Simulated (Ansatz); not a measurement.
Zinc-blende HgTe was calculated with PBEsol+SOC in Ansatz (plane waves, PAW).

Numerical settings: plane-wave cutoff 520 eV, 20×20×20 k mesh, Fermi–Dirac smearing 0.05 eV, perturbation theory, PAW data made under PBE.

Computed at the level's own relaxed cell.

HgTe is taken in the cubic space group F-43m (No. 216), the zinc blende structure, Pearson symbol cF8. Lattice parameters: a = b = c = 6.488 Å, α = β = γ = 90.00°. Hg on 4a has 4 Te at 2.810 Å (tetrahedral). Te on 4c has 4 Hg at 2.810 Å (tetrahedral). (Neighbours: up to the widest gap in distance over summed covalent radii, below 1.35, at either atom; cation-cation and far metal-metal contacts left out.)
(The calculation used a cell of 2 atoms; values per cell refer to that cell.)

Harmonic phonon frequencies (cm⁻¹; i marks an imaginary mode; at Γ without the LO shift):

```tsv
q point	frequencies
Γ	[?]
X	20 20 90 128 134 134
L	22 22 80 123 123 136
```

Q: Fill in the missing entries.

A: 
- Γ, frequencies: 0 0 0 111 111 111

Measured, for comparison: zone-centre TO phonon frequency 116 cm⁻¹ (temperature not stated, not corrected to a static lattice, Raman; as tabulated in Cardona et al. (2009), arXiv:0908.2634). Computed (rounded) less measured: zone-centre TO phonon frequency -4 %.

No imaginary mode appears at these points.

Note: the solid has no gap at this level, which affects its response.

Ansatz is a first-principles code.
